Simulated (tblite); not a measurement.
C4H7O2 (doublet state).
Z-matrix (Å and degrees, GFN2-xTB geometry), rows numbered from 1:
```
C 
O   1  1.3622
C   2  1.4025  1  115.96
C   3  1.5250  2  111.79  1  -174.21
C   4  1.4969  3  115.15  2    -3.44
O   4  1.2036  3  120.48  2   176.72
H   1  1.0752  2  119.53  3    20.29
H   1  1.0709  2  113.45  3   174.31
H   3  1.1015  2  110.64  1    65.62
H   3  1.1007  2  111.15  1   -53.02
H   5  1.0880  4  109.18  3    57.91
H   5  1.0880  4  109.25  3   -59.04
H   5  1.0862  4  110.31  3   179.46
```

All values are computed: GFN2-xTB (tblite) harmonic vibrations without scaling, gas phase. Errors from tens to a few hundred cm⁻¹ against measured bands are possible. One conformer, not necessarily the lowest. Open shells enter through the occupations alone, without spin polarisation, and single modes of such species can be off by tens of per cent.

Harmonic wavenumbers (cm⁻¹): 48.3, 49.4, 142.3, 186.2, 251.2, 357.4, 455.4, 468.1, 480.0, 520.1, 815.3, 841.5, 997.9, 1003.0, 1020.7, 1136.1, 1177.9, 1187.5, 1259.6, 1301.8, 1361.8, 1371.9, 1423.2, 1435.8, 1437.1, 1779.2, 2845.1, 2879.9, 3026.0, 3037.1, 3062.7, 3096.3, 3179.8.

A = 8451, B = 2155, C = 1758 MHz; mass 87.045 u (most abundant isotopes); point group C1, symmetry number 1; spin multiplicity 2.

Task: What is the zero-point energy?

Result: Half the sum of the wavenumbers: 21818 cm⁻¹ = 261.00 kJ/mol.

Task: Give the ideal-gas entropy at 400 K and 1 bar in the rigid-rotor, harmonic-oscillator model (classical rotation).

Result: Translation 170.67, rotation 115.42, vibration 117.83, spin (R ln 2) 5.76: S = 409.7 J/(mol K).

Task: And Cp and H(400 K) − H(0)?

Result: Cp = 142.63 J/(mol K), of which vibrations give 109.37 (their classical limit is 33 R = 274.4); H(400 K) − H(0) = 36.50 kJ/mol without the zero-point energy, 23.20 from vibrations.

Task: Blend soft modes into free rotors: weight 1/[1 + (100 cm⁻¹/ν̃)⁴] for the oscillator and the rest for a rotor with moment μB/(μ + B), μ = h/(8π²ν), B = 10⁻⁴⁴ kg m². What vibrational entropy results?

Result: 104.74 J/(mol K) in place of 117.83, which changes −T·S at 400 K by +5.23 kJ/mol.

Task: How do the functions run with temperature in this model?

Result: 
| T (K) | S (J/(mol K)) | Cp (J/(mol K)) | H − H(0) (kJ/mol) | G − H(0) (kJ/mol) | ln q(vib) |
| --- | --- | --- | --- | --- | --- |
| 100 | 276.1 | 65.9 | 5.02 | -22.59 | 1.61 |
| 200 | 330.1 | 92.4 | 12.96 | -53.06 | 3.58 |
| 300 | 372.3 | 117.8 | 23.47 | -88.24 | 5.42 |
| 500 | 443.9 | 164.6 | 51.89 | -170.07 | 8.92 |
| 800 | 532.4 | 211.7 | 108.93 | -317.01 | 13.79 |
| 1000 | 582.0 | 232.5 | 153.45 | -428.56 | 16.78 |

q(vib) and H(0) count from the zero-point level.

Task: Which modes carry the vibrational entropy at 400 K?

Result: 48.3 cm⁻¹: 22.88; 49.4 cm⁻¹: 22.69; 142.3 cm⁻¹: 13.97; 186.2 cm⁻¹: 11.80; 251.2 cm⁻¹: 9.43; 357.4 cm⁻¹: 6.78 J/(mol K); the other 27 give 30.27 together.

Hindered rotation and anharmonicity are outside this model. Other conformers, if any are populated, would add a mixing term that is left out. The structure is chiral; the term R ln 2 for an equal mix with its mirror image is left out.

On one thread of an Arm Neoverse V1, no GPU, on a shared host, this took 0.25 s of wall time. This covers the Hessian and the dipole derivatives.
